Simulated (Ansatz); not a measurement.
# OSi: the cost of one run

All numbers are computed with Ansatz 0.2.0, driven from Python. Level of theory: B3LYP/def2-TZVP.

**1. The system**

Bond lengths: Si1–O2 1.531 Å.

The script holds or builds the structure itself.

**2. The code**

The input, osi.py:

```python
'''Vibrations and zero-point energy of OSi(+).'''

import ansatz as az
from ase import Atoms
import numpy as np

BASIS = 'def2-TZVP'
FUNCTIONAL = 'b3lyp'
CHARGE = 1

atoms = Atoms(['Si', 'O'], positions=[
    [0.7656, 0.0, 0.0],
    [-0.7656, 0.0, 0.0],
])
mol = az.Crystal.molecule_from_ase(atoms)

model = (
    mol.calculation()
    .basis(gaussian=BASIS)
    .functional(FUNCTIONAL)
    .charge(CHARGE)
    .spin('collinear', total=1)
)
symbols = [site.symbol for site in mol.cartesian_sites]
start = np.array([site.position_ang for site in mol.cartesian_sites], dtype=float)
r = model.relax(force_tolerance=0.003).run().report
end = np.array(r['positions_ang'])

print('final positions (A) and the move of each atom')
for symbol, xyz, old in zip(symbols, end, start):
    print(f'{symbol:2s} {xyz[0]:10.5f} {xyz[1]:10.5f} {xyz[2]:10.5f}   {np.linalg.norm(xyz - old):7.4f}')

# same settings at the minimum
minimum = az.Crystal.molecule()
for symbol, place in zip(symbols, end):
    minimum = minimum.atom(symbol, place.tolist())
vibrating = (
    minimum.calculation()
    .basis(gaussian=BASIS)
    .functional(FUNCTIONAL)
    .charge(CHARGE)
    .spin('collinear', total=1)
    .phonons(temperatures=(298.15, 498.15, 100))
)
vib = vibrating.run().report['vibrations']
sums = vib['harmonic_sums']
modes = [m['omega_inv_cm'] for m in sums['modes_at_gamma'] if m['rigid_motion'] == 'no']
print('frequencies (1/cm):', ' '.join(f'{w:.0f}' for w in modes))
print('imaginary modes:', sum(w < 0 for w in modes), ' zero-point energy:', round(sums['zero_point_energy_ev'], 4), 'eV')
```

**3. The input behind the calls**

The engine receives this input (first run):

```yaml
crystal:
  periodic: [false, false, false]
  atoms:
    - { symbol: Si, position_ang: [0.7656, 0.0, 0.0] }
    - { symbol: O, position_ang: [-0.7656, 0.0, 0.0] }
basis:
  gaussian:
    orbitals: def2-TZVP
hamiltonian:
  xc: b3lyp
magnetization:
  spin_polarized: true
  initial_magnetization: 1.0
total_charge: 1.0
relax:
  f_tol: 0.003
```

**4. The run**

Run with:

```console
python osi.py
```

Q: Estimate wall time and peak memory on 1 thread of Arm Neoverse V2, shared host.

About 24 s, with a peak of 0.22 GiB.
